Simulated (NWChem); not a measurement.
# LiO (lithium monoxide): levels of theory compared

We compute a comparison of 6 runs (UHF/STO-3G, UHF/def2-SVP, UB3LYP/6-311G**, UB3LYP/6-31G*, U-r2SCAN/3-21G, USVWN5/def2-SVP) of LiO (lithium monoxide). 

The calculation is run with NWChem 7.3.0.

9 further runs of the same task are left out: 1 that didn't finish, 8 set aside as unsound or not needed. Runs told in other sessions of the task aren't counted.

### 1 The structure to begin with

LiO has 2 atoms, charge 0, and is taken as a doublet. SMILES: `[Li][O]`. The coordinates come from a PBE0-D4/def2-TZVP relaxation.

Bond lengths: Li1–O2 1.681 Å.

### 2 Energy and forces at UHF/STO-3G (run 1)

Input file lio.nw:

```
START lio
memory total 2200 mb

GEOMETRY units angstroms noautosym nocenter noautoz
Li       0.000000       0.000000      -0.057440
O        0.000000       0.000000       1.623240
END

BASIS spherical bse
* library STO-3G
END

SCF
nopen 1
uhf
thresh 1e-08
maxiter 80
print medium
END

TASK scf gradient
```

Started as:

```console
nwchem lio.nw > lio.out
```

Output:

```text
[...]
  functions       =    10
[...]
  wavefunction    = UHF
[...]
         Total SCF energy =    -81.126923577834
      One electron energy =   -128.082691842276
      Two electron energy =     39.399151909161
 Nuclear repulsion energy =      7.556616355280
                       Sz =      0.5000
                 Sz(Sz+1) =      0.7500
                      S^2 =      1.1058
[...]
                         UHF ENERGY GRADIENTS
    atom               coordinates                        gradient
                 x          y          z           x          y          z
   1 Li      0.000000   0.000000  -0.108546    0.000000  -0.000000  -0.016743
   2 O       0.000000   0.000000   3.067479   -0.000000   0.000000   0.016743
[...]
```

Wall time 0.71 s (1 thread of Intel Xeon 6975P-C (Granite Rapids), shared host); peak memory 0.1 GiB.

### 3 Energy and gradient at UHF/def2-SVP (run 2)

Input file test.nw:

```
start test
title "LiO hf"
memory total 2200 mb
charge 0

geometry units angstrom noautosym nocenter noautoz
  Li    0.000000    0.000000   -0.057440
  O     0.000000    0.000000    1.623240
end

basis "ao basis" spherical bse
  * library def2-SVP
end

scf
  doublet
  uhf
  thresh 1e-08
  maxiter 80
  print medium
end

task scf gradient
```

Started as:

```console
nwchem test.nw > test.out
```

Output:

```text
[...]
  functions       =    23
[...]
  wavefunction    = UHF
[...]
         Total SCF energy =    -82.206888344593
      One electron energy =   -129.711670866892
      Two electron energy =     39.948166167019
 Nuclear repulsion energy =      7.556616355280
                       Sz =      0.5000
                 Sz(Sz+1) =      0.7500
                      S^2 =      0.7563
[...]
                         UHF ENERGY GRADIENTS
    atom               coordinates                        gradient
                 x          y          z           x          y          z
   1 Li      0.000000   0.000000  -0.108546   -0.000000  -0.000000  -0.003565
   2 O       0.000000   0.000000   3.067479    0.000000   0.000000   0.003565
[...]
```

Run time: 0.93 s. Hardware: 1 thread of Intel Xeon 6975P-C (Granite Rapids), shared host; peak memory 0.1 GiB.

Runs 3 to 4 aren't shown in full; the table further down has their settings and results.

### 4 Energy and forces at U-r2SCAN/3-21G (run 5)

Input file run.nw:

```
start run
title "LiO gradient"
memory stack 880 mb heap 220 mb global 1100 mb
charge 0

geometry noautosym nocenter noautoz
  Li       0.000000       0.000000      -0.057440
  O        0.000000       0.000000       1.623240
end

basis spherical bse
  * library 3-21G
end

dft
  xc r2scan
  mult 2
  grid xfine
  convergence energy 1e-08
  maxiter 100
  mulliken
end

task dft gradient
```

Started as:

```console
nwchem run.nw > run.out
```

Output:

```text
[...]
          Wavefunction type:  spin polarized.
          No. of atoms     :     2
          No. of electrons :    11
[...]
          Charge           :     0
          Spin multiplicity:     2
[...]
          AO basis - number of functions:    18
[...]
              XC Information
              --------------
                      r^2SCAN Method XC Functional
               r^2SCAN metaGGA Exchange Functional  1.000
                     r^2SCAN Correlation Potential  1.000
[...]
 d= 0,ls=0.0,diis     1    -82.1283383504 -8.97D+01  5.02D-02  7.39D-02     0.3
[...]
 d= 0,ls=0.0,diis    10    -82.1775743076 -5.98D-09  9.21D-07  2.86D-11     1.7
[...]
         Total DFT energy =      -82.177574307583
      One electron energy =     -128.949477558388
           Coulomb energy =       49.614453319190
    Exchange-Corr. energy =      -10.399166423666
 Nuclear repulsion energy =        7.556616355280
[...]
      Total Density - Mulliken Population Analysis
     ---------------------------------------------
    Atom       Charge   Shell Charges
 -----------   ------   -------------------------------------------------------
    1 Li   3     2.59   1.98  0.16  0.34 -0.01  0.12
    2 O    8     8.41   1.98  0.44  2.00  1.52  2.47
[...]
      <S2> =      0.7591 (Exact =     0.7500)
[...]
  wavefunction    = open shell
                         DFT ENERGY GRADIENTS
    atom               coordinates                        gradient
                 x          y          z           x          y          z
   1 Li      0.000000   0.000000  -0.108546    0.000000  -0.000000   0.003308
   2 O       0.000000   0.000000   3.067479   -0.000000   0.000000  -0.003308
[...]
```

Run time: 2.4 s. Hardware: 1 thread of Intel Xeon 6975P-C (Granite Rapids), shared host; peak memory 0.11 GiB.

### 5 Energy and forces at USVWN5/def2-SVP (run 6)

Input file lio.nw:

```
start lio
title "LiO"
memory total 2200 mb
geometry units angstroms noautosym nocenter noautoz
  Li     0.000000     0.000000    -0.057440
  O      0.000000     0.000000     1.623240
end
basis spherical bse
  * library def2-SVP
end
dft
  xc slater vwn_5
  mult 2
  grid xfine
  convergence energy 1e-08
  iterations 100
  mulliken
  print medium
end
task dft gradient
```

Started as:

```console
nwchem lio.nw > lio.out
```

Output:

```text
[...]
          Wavefunction type:  spin polarized.
          No. of atoms     :     2
          No. of electrons :    11
[...]
          Charge           :     0
          Spin multiplicity:     2
[...]
          AO basis - number of functions:    23
[...]
              XC Information
              --------------
                        Slater Exchange Functional  1.000 local
                      VWN V Correlation Functional  1.000 local
[...]
 d= 0,ls=0.0,diis     1    -81.8629019478 -8.94D+01  4.49D-02  1.03D-01     0.1
[...]
  Singularity in Pulay matrix. Error and Fock matrices removed.
 d= 0,ls=0.5,diis    46    -81.9164503520 -3.73D-08  1.92D-07  6.70D-09     2.7
[...]
  Singularity in Pulay matrix. Error and Fock matrices removed.
 d= 0,ls=0.5,diis    50    -81.9164504201 -9.48D-09  8.11D-08  1.75D-09     2.9
[...]
         Total DFT energy =      -81.916450426802
      One electron energy =     -129.414182387732
           Coulomb energy =       49.705674238630
    Exchange-Corr. energy =       -9.764558632980
 Nuclear repulsion energy =        7.556616355280
[...]
      Total Density - Mulliken Population Analysis
     ---------------------------------------------
    Atom       Charge   Shell Charges
 -----------   ------   -------------------------------------------------------
    1 Li   3     2.47   1.98  0.12 -0.02  0.15  0.24
    2 O    8     8.53   1.99  1.09  0.87  2.67  1.91  0.00
[...]
      <S2> =      0.7547 (Exact =     0.7500)
[...]
  wavefunction    = open shell
                         DFT ENERGY GRADIENTS
    atom               coordinates                        gradient
                 x          y          z           x          y          z
   1 Li      0.000000   0.000000  -0.108546    0.000000   0.000000  -0.007209
   2 O       0.000000   0.000000   3.067479   -0.000000  -0.000000   0.007209
[...]
```

Wall time 3.6 s (1 thread of Intel Xeon 6975P-C (Granite Rapids), shared host); peak memory 0.11 GiB.

### 6 All runs side by side

| run | level | iteration cap | module | energy (Eh) | dipole moment (D) | HOMO energy (eV) | LUMO energy (eV) | wall time |
| --- | --- | --- | --- | --- | --- | --- | --- | --- |
| 1 | UHF/STO-3G | 80 | scf | -81.126924 | 2.53 | -4.45 | 2.15 | 0.71 s |
| 2 | UHF/def2-SVP | 80 | scf | -82.206888 | 6.58 | -9.13 | 0.13 | 0.93 s |
| 3 | UB3LYP/6-311G** | 100 | dft | -82.709178 | – | – | – | 3.3 s |
| 4 | UB3LYP/6-31G* (Cartesian functions) | 100 | dft | -82.681198 | – | – | – | 3.6 s |
| 5 | U-r2SCAN/3-21G | 100 | dft | -82.177574 | 5.35 | -3.94 | -2.23 | 2.4 s |
| 6 | USVWN5/def2-SVP | 100 | dft | -81.916450 | 5.57 | -3.88 | -3.77 | 3.6 s |

### 7 What came out

```
                                 quantity         value
                      run 6: total energy  -81.91645 Eh
                     run 6: dipole moment        5.57 D
run 6: HOMO energy (highest over α and β)      -3.88 eV
 run 6: LUMO energy (lowest over α and β)      -3.77 eV
                              run 6: ⟨S²⟩         0.755
          run 6: largest force on an atom    0.371 eV/Å
```

In words: Over runs 1, 2, 5, 6 the dipole moment (its size) runs from 2.53 D (UHF/STO-3G) to 6.58 D (UHF/def2-SVP). Totals of different functionals can't be ranked against each other. In run 1 the basis is minimal, so the values are rough. Spin contamination of the reference: run 1 ⟨S²⟩ = 1.11. All runs together took 15 s, the longest 3.6 s.
